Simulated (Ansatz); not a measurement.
**C3H6F2O: up Jacob's ladder to CCSD(T)**

An exercise on one series of results from a longer session: the logs are not shown, and one member is left open.

Method: functionals in def2-TZVPP, the program's frozen cores in correlated methods; program: Ansatz 0.2.0, Gaussian basis.

Plan: PBE-D4, r2SCAN-D4, PBE0-D4, B3LYP-D4, ωB97X-V, ωB97M-V, B2PLYP; CCSD(T)/def2-TZVPP; MP2/def2-QZVPP; extrapolation to the limit.

## The relaxed structure

The geometry comes from an earlier relaxation with PBE0-D4 in a triple-zeta def2 set; it is a stationary point, not always the lowest conformer.

SMILES `CCC(O)(F)F`, 12 atoms, charge 0, spin multiplicity 1.

Atoms are counted from 1 here; the program's logs count them from 0.

Bond lengths: C1–C2 1.517 Å, C1–H7 1.091 Å, C1–H8 1.091 Å, C1–H9 1.091 Å, C2–C3 1.505 Å, C2–H10 1.092 Å, C2–H11 1.092 Å, C3–O4 1.354 Å, C3–F5 1.367 Å, C3–F6 1.367 Å, O4–H12 0.965 Å. Angles: C2–C1–H7 111.2°, C2–C1–H8 111.2°, C2–C1–H9 110.1°, H7–C1–H8 108.1°, H7–C1–H9 108.0°, H8–C1–H9 108.0°, C1–C2–C3 113.1°, C1–C2–H10 111.3°, C1–C2–H11 111.3°, C3–C2–H10 106.8°, C3–C2–H11 106.8°, H10–C2–H11 107.3°, C2–C3–O4 110.8°, C2–C3–F5 111.0°, C2–C3–F6 111.0°, O4–C3–F5 109.8°, O4–C3–F6 109.8°, F5–C3–F6 104.3° and more.

Set-up of the first run:

Contents of in.yaml:

```yaml
crystal:
  periodic: [false, false, false]
  atoms:
    - {symbol: C, position_ang: [-1.375361, -0.358458, -0.633069]}
    - {symbol: C, position_ang: [-0.048228, -0.686606, 0.023688]}
    - {symbol: C, position_ang: [0.775725, 0.534694, 0.333417]}
    - {symbol: O, position_ang: [1.947316, 0.188263, 0.916423]}
    - {symbol: F, position_ang: [0.090203, 1.394193, 1.145071]}
    - {symbol: F, position_ang: [1.017982, 1.261201, -0.798377]}
    - {symbol: H, position_ang: [-1.989070, 0.272935, 0.011170]}
    - {symbol: H, position_ang: [-1.228749, 0.163104, -1.580072]}
    - {symbol: H, position_ang: [-1.930960, -1.275349, -0.835257]}
    - {symbol: H, position_ang: [0.564117, -1.325501, -0.616435]}
    - {symbol: H, position_ang: [-0.192874, -1.216493, 0.967727]}
    - {symbol: H, position_ang: [2.446801, 0.993015, 1.099811]}
basis:
  gaussian: {orbitals: def2-TZVPP}
hamiltonian: {xc: pbe, dispersion: d4}
output: {forces: true, orbitals: {seedname: orbitals}}
```

Run with:

```console
ansatz run in.yaml --threads 4 --pin off --events-out ev --progress --plain --max-ram 10444MiB
```

Among the steps run: PBE-D4 (GGA); r2SCAN-D4 (meta-GGA); PBE0-D4 (hybrid); B3LYP-D4 (hybrid); ωB97X-V (range-separated); ωB97M-V (range-separated); B2PLYP (double hybrid); CCSD(T) in def2-TZVPP; MP2 in def2-QZVPP.

One table of the session follows, with a row left open; its other results are not shown here.

| method | atomisation energy (kJ/mol) |
| --- | --- |
| PBE-D4 | 4937.5 |
| r2SCAN-D4 | 4822.0 |
| PBE0-D4 | 4822.8 |
| B3LYP-D4 | 4784.1 |
| ωB97X-V | ? |
| ωB97M-V | 4820.1 |
| B2PLYP | 4749.2 |
| HF/def2-TZVPP | 3456.1 |
| MP2/def2-TZVPP | 4799.2 |
| CCSD/def2-TZVPP | 4610.5 |
| CCSD(T)/def2-TZVPP | 4685.4 |
| MP2/CBS | 4917.5 |
| CCSD(T)/CBS | 4803.7 |

Estimate the missing values for ωB97X-V.

As computed: atomisation energy (kJ/mol): 4813.2. In the column «atomisation energy (kJ/mol)» it lies between CCSD(T)/CBS (4803.7) and ωB97M-V (4820.1).

Limits of these values: Free atoms (3 C, 1 O, 2 F, 6 H) were run apart at each level; the atomisation energy is their sum less the molecule, without zero-point or spin-orbit terms.
